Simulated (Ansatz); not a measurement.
Geometry optimisation, Ansatz 0.2.0, RKS PBE0/def2-SVP.

input.yaml

```yaml
crystal:
  periodic: [false, false, false]
  atoms:
    - { symbol: Si, position_ang: [0.397318, -0.252235, -0.488968] }
    - { symbol: "N", position_ang: [-0.269076, -0.23248, 2.456963] }
    - { symbol: H, position_ang: [-0.801712, -0.746435, 3.161633] }
    - { symbol: H, position_ang: [0.13616, 0.576161, 2.93388] }
    - { symbol: H, position_ang: [1.046646, -0.344216, -1.837861] }
    - { symbol: H, position_ang: [0.249377, 1.191819, -0.149877] }
    - { symbol: H, position_ang: [-0.924822, -0.936445, -0.562427] }
    - { symbol: H, position_ang: [1.280504, -0.928322, 0.477977] }
    - { symbol: H, position_ang: [0.534805, -0.830046, 2.18818] }
basis:
  gaussian: { orbitals: def2-SVP }
hamiltonian:
  xc: pbe0
relax:
  f_tol: 0.03
  max_steps: 50
output:
  orbitals: {}
```

Run as:

```bash
$ ansatz run input.yaml --threads 1 --pin off --max-ram 2048MiB --backend cpu --events-out ev --progress --plain --runs-dir out
```

Where does it end, and by what steps?

The forces met the threshold. The force dipped under the threshold on the way, but the program's further checks kept it going. After 9 steps the energy has fallen by 0.137 eV; H9 moved furthest, 0.73 Å.

```csv
step,energy less start (eV),largest force component (eV/Å),accepted
0,0.0000,0.642,yes
1,-0.0627,0.430,yes
2,-0.0871,0.315,yes
3,-0.1066,0.455,yes
4,-0.1318,0.031,yes
5,-0.1353,0.150,yes
6,-0.1362,0.102,yes
7,-0.1372,0.010,yes
8,-0.1373,0.042,yes
9,-0.1374,0.026,yes
```

```xyz
9
Properties=species:S:1:pos:R:3
Si 0.434 -0.257 -0.481
N -0.090 -0.301 2.418
H -1.037 -0.602 2.643
H 0.029 0.614 2.851
H 0.696 -0.232 -1.963
H 0.351 1.167 -0.046
H -0.855 -0.983 -0.295
H 1.585 -0.974 0.139
H 0.537 -0.934 2.913
```

Whether the end is a true minimum wasn't checked by a vibrational analysis.

The run took 13 s on 1 thread of AMD EPYC 7R43 64-Core Processor (Zen 3), with other jobs on the host, peak memory 0.13 GiB.
